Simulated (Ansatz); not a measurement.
System: C4H4O, charge 0, singlet. C4H4O (SMILES c1ccoc1).
B3LYP-D3(BJ)/def2-TZVP minimum from Ansatz (an electronic-structure program):
```
C
C 1 1.3552
O 2 1.3615 1 110.34
C 3 1.3615 2 106.94 1 0.00
C 4 1.3552 3 110.34 2 0.00
H 4 1.0753 5 133.63 1 -180.00
H 2 1.0753 1 133.63 5 -180.00
H 5 1.0766 4 126.47 6 0.00
H 1 1.0766 2 126.47 7 0.00
```
Charge 0, spin multiplicity 1.

Property: atomisation energy (electronic, to ground-state atoms), in kcal/mol. Open shells are spin-unrestricted; no spin-orbit coupling. CBS(X,Y): correlation extrapolated as X^-3, Hartree-Fock from the larger set. A bracket is a step between two methods taken in the basis named. The functionals are non-relativistic, so their misses hold any scalar relativity. Double hybrids freeze cores in their MP2 part. '+ core + X2C': CCSD(T) terms for core correlation (cc-pwCVTZ) and scalar relativity (cc-pVTZ-DK). Where a partner has so few electrons that a lower coupled-cluster level is exact, that level stands in. The restricted determinant of C4H4O (c1ccoc1, singlet) is unstable towards broken spin symmetry in at least one set run.

CCSD(T)/CBS(cc-pVTZ,cc-pVQZ) + [CCSDT(Q) - CCSD(T)]/cc-pVDZ + core + X2C (Ansatz) gives 995.8 kcal/mol.

Question: What does PBE/def2-TZVPD (Ansatz) give here, and how do the other levels compare?

Answer: PBE gives 1030.8 kcal/mol, 35.0 kcal/mol above it. Differences of the others: r2SCAN/def2-TZVPD (Ansatz) 4.1; B3LYP/def2-TZVPD (Ansatz) -9.0; wB97M-V/def2-TZVPD (Ansatz) 0.7; B2PLYP/def2-TZVPD (Ansatz) -11.2; CCSD(T)/CBS(cc-pVTZ,cc-pVQZ) + core + X2C (Ansatz) -0.9 kcal/mol.
